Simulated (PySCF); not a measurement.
## 1,4-Dioxane: calculation and literature

Atom-mapped SMILES (the numbers label the heavy atoms): `[CH2:1]1[CH2:2][O:3][CH2:4][CH2:5][O:6]1` (H(Xn): hydrogen on atom n).

Non-relativistic Hamiltonian, rapidly exchanging positions averaged, a single conformation, in vacuum. Structure optimised with PBE0-D3(BJ)/def2-SVP; NMR shieldings at PBE0/pcSseg-1/GIAO; PySCF 2.14.0 with density-fitted response routines.

Reference values: measured (solution, toluene-d8, 298 K; Fulmer et al., Organometallics 2010, 29, 2176).
```
      atoms    quantity  reference  computed  computed, scaled
C1/C2/C4/C5  δ $^{13}$C       67.2      68.6              65.6
```

Reference values: measured (solution, CDCl3, 298 K; Fulmer et al., Organometallics 2010, 29, 2176).
```csv
atoms,quantity,reference,computed,"computed, scaled"
C1/C2/C4/C5,δ $^{13}$C,67.1,68.6,65.6
H(C1)/H(C2)/H(C4)/H(C5),δ $^{1}$H,3.71,3.44,3.48
```

Reference values: measured (solution, C6D6, 298 K; Fulmer et al., Organometallics 2010, 29, 2176).
```json
{"atoms": "C1/C2/C4/C5", "quantity": "δ $^{13}$C", "reference": "67.2", "computed": "68.6", "computed, scaled": "65.6"}
```

Reference values: measured (solution, TFE-d3, 298 K; Fulmer et al., Organometallics 2010, 29, 2176).
| atoms | quantity | reference | computed | computed, scaled |
| --- | --- | --- | --- | --- |
| C1/C2/C4/C5 | δ $^{13}$C | 68.5 | 68.6 | 65.6 |
| H(C1)/H(C2)/H(C4)/H(C5) | δ $^{1}$H | 3.76 | 3.44 | 3.48 |

Computed shifts are σ(ref) − σ with the named reference compound (TMS for H and C) calculated as an isolated molecule at the same level. The measured values may be among those fitted. Expected solution values come from regression of measured δ (H and C: mostly CDCl3, vs TMS) on computed σ: $^{1}$H: δ = 29.91 − 0.950σ (rms 0.21 ppm, 511 shifts, 0.22 ppm with the 3 outliers that the fit left out); $^{13}$C: δ = 177.62 − 0.967σ (rms 1.9 ppm, 903 shifts, 2.3 ppm with the 23 outliers that the fit left out). Occasional misses reach two or three times the rms, and more in compound classes unlike the fitted ones.

Problem. How far are the unscaled $^{13}$C shifts from the references?

Solution. Mean signed difference +1.10 ppm, mean absolute 1.10 ppm over 4 comparisons; the largest is +1.5 ppm at C1/C2/C4/C5 (sp3 CH2 bonded to O).

Problem. How far are the unscaled $^{1}$H shifts from the references?

Solution. Mean signed difference -0.29 ppm, mean absolute 0.29 ppm over 2 comparisons; the largest is -0.32 ppm at H(C1)/H(C2)/H(C4)/H(C5) (hydrogen on an sp3 CH2 bonded to O).

6 of the 29 published NMR values on file for this molecule are compared. The rest: values from further sources, protons in aromatic solvents, values whose atom or origin is in doubt.
